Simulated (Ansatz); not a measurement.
```xyz
8

Al   -0.5117    1.6963   -0.5376
S    -0.6241   -0.3436   -1.2973
Si    0.3535   -1.3412    0.3256
H     0.1812    1.9379    0.8641
H    -1.1351    2.8353   -1.4346
H     0.3746   -2.7847   -0.0150
H    -0.3839   -1.1456    1.5991
H     1.7455   -0.8544    0.4958
```

Total charge 0; spin multiplicity 1.

(1) List the CAM-B3LYP/def2-TZVPP orbital energies in eV (the Gaussian-basis code of Ansatz). (Best estimate.)

## Answers

(1) The calculation gave: Occupied: -2419.37, -1801.54, -1526.95, -217.47, -162.01, -161.95, -161.91, -146.07, -114.97, -101.42, -101.37, -101.37, -75.71, -75.54, -75.48, -21.68, -16.55, -13.53, -11.75, -11.70, -11.16, -10.12, -9.79, -9.03. Lowest empty: -0.65, 0.90, 1.31, 1.78, 2.35, 2.38, 2.55, 3.58.
